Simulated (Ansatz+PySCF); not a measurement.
Values are calculated unless marked as measured or tabulated.
**Several solutions for singlet O₂**

| atom | x (Å) | y (Å) | z (Å) |
| --- | --- | --- | --- |
| O | 0.0000 | 0.0000 | -0.5941 |
| O | 0.0000 | 0.0000 | 0.5941 |

Basis set: cc-pVDZ (spherical functions). Charge 0, multiplicity 1.

PBE (unrestricted) was run from several starts with Ansatz (development build ahead of 0.2.0).

| run | program | start | converged | energy (hartree) | <S²> |
| --- | --- | --- | --- | --- | --- |
| A | Ansatz | search for the lowest state | yes | -150.17727 | – |
| B | Ansatz | atomic start, no search | yes | -150.12994 | – |
| C | Ansatz | stability test followed | yes | -150.17727 | – |

Which runs reached the lowest solution of this kind, and what is wrong with the others?

A, C reached the lowest solution found. Converged but too high: B by 1.29 eV. Convergence only shows a stationary point, and even a stable one can lie too high; stability tests and further starts are what find lower ones. Caution: another spin multiplicity may lie lower. Caution: the unrestricted determinant is spin contaminated.
